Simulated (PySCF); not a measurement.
PH3.
SMILES: `P`

The calculation used PBE0-D3(BJ)/def2-SVP geometry optimisation, gas phase in PySCF.

Masses are those of the commonest isotopes; rigid-rotor values at the optimised geometry. 

(1) What are A, B and C (cm⁻¹)?

(2) What kind of rotor is it?

(3) What does the inertial defect say?

(4) Give the other two planar moments, Paa and Pbb, and the rms extents of the mass along the axes.

(5) Where do the R-branch lines fall?

## Answers

(1) Ia = 3.84, Ib = 3.84, Ic = 4.33 u·Å²; 505379 MHz·u·Å²/I gives 131470, 131450 and 116795 MHz, that is A = 4.38538, B = 4.38469, C = 3.89587 cm⁻¹.

(2) An oblate symmetric top, as the point group C3v requires two equal moments; the computed ones differ by 0.02 % because the geometry is symmetric only within the optimiser's tolerance; Ray's κ = 0.997.

(3) Not planar: Δ = Ic − Ia − Ib = -3.36 u·Å². For a rigid frame Δ = −2 Σ m c², so Σ m c² = 1.68 u·Å² lies off the ab plane: 1.53 from hydrogen and 0.15 from heavier atoms. The atom farthest from that plane is 0.71 Å away.

(4) Paa = Σ m a² = (Ib + Ic − Ia)/2 = 2.16 and Pbb = Σ m b² = (Ia + Ic − Ib)/2 = 2.16 u·Å². With the mass M = 34.00 u, the rms extents √(P/M) along a, b and c are 0.25, 0.25, 0.22 Å.

(5) The dipole of 0.91 D lies along the symmetry axis, so ΔK = 0 and J+1 ← J falls at 2B(J+1) for every K: 262.92 GHz, 525.84 GHz, 788.76 GHz, 1051.68 GHz, 1314.60 GHz for J = 0 to 4.

No PBE0-D3(BJ)/def2-SVP frequencies stand behind this structure, so it isn't proved a minimum. Constants of a rigid frame at the computed geometry: no zero-point averaging, no centrifugal distortion.
